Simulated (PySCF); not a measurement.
Mg: ionisation energy

Mg [Ne] 3s2 (1S) → Mg⁺ [Ne] 3s1 (2S), as a difference of total energies. All numbers are calculated (PySCF 2.14, the non-relativistic Hamiltonian (point nucleus), in pcseg-2). Correlated levels: valence: [Ne] frozen. The calculations carry no spin-orbit coupling.

```
           method  ionisation energy (eV)  error (eV)
              UHF                   6.601      -1.045
           M06-2X                   7.777      +0.131
             TPSS                   7.532      -0.114
    MP2 (valence)                   7.161      -0.485
SCS-MP2 (valence)                   7.273      -0.373
   CCSD (valence)                   7.490      -0.156
```

Reference: 7.646 eV (measured; NIST Atomic Spectra Database, ionization energies).

Errors of the correlated levels include the incompleteness of this basis and the frozen core.

With two correlated electrons CCSD is exact in that space.
